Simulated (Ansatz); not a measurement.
**CCSD(T) against full CI for several species**

Each species is computed at the geometry given (Å), with frozen cores, in Ansatz 0.2.0: RHF-CCSD(T) for singlets, UHF-CCSD(T) otherwise, and full CI in the same basis. The program picks the determinant by trial CCSD, so it needn't be the lowest Hartree–Fock solution. States: CH2 A1, HO Π, SiH4 A1. Cases whose determinant has another symmetry than full CI's state, or whose (Q) step broke down, weren't drawn.

Question: Judging by size, spin and bonding and the diagnostics given, rank them by the size of CCSD(T)'s error in total energy against full CI in the same basis, smallest first (an estimate).
A. HO, doublet, 6-31G*: O 0.000 0.000 0.000; H 0.000 0.000 0.979. T1 0.006, (T) -36 meV in a correlation energy of -4.22 eV
B. CH2, singlet, cc-pVTZ: C 0.000 0.000 0.100; H 0.000 0.862 -0.597; H 0.000 -0.862 -0.597. T1 0.009, (T) -131 meV in a correlation energy of -4.60 eV
C. SiH4, singlet, 6-31G*: Si 0.000 0.000 0.000; H 0.856 0.856 0.856; H -0.856 -0.856 0.856; H -0.856 0.856 -0.856; H 0.856 -0.856 -0.856. T1 0.013, (T) -53 meV in a correlation energy of -2.97 eV

Answer: A (11.9 meV), C (16.8 meV), B (28.2 meV).

| species | basis | correlated electrons | CCSD(T) − full CI (meV) | CCSDT(Q) − full CI (meV) | unpaired electrons (full CI) | T1 | ⟨S²⟩ of the determinant |
| --- | --- | --- | --- | --- | --- | --- | --- |
| HO, doublet | 6-31G* | 7 | 11.9 | -0.2 | 1.02 | 0.006 | 0.76 |
| SiH4, singlet | 6-31G* | 8 | 16.8 | 0.3 | 0.03 | 0.013 | 0.00 |
| CH2, singlet | cc-pVTZ | 6 | 28.2 | 1.0 | 0.10 | 0.009 | 0.00 |

Unpaired electrons are Σ n²(2−n)² over natural occupations; an open shell counts its own unpaired electrons too. Frozen cores follow each run's orbitals, which moves totals by a few meV.
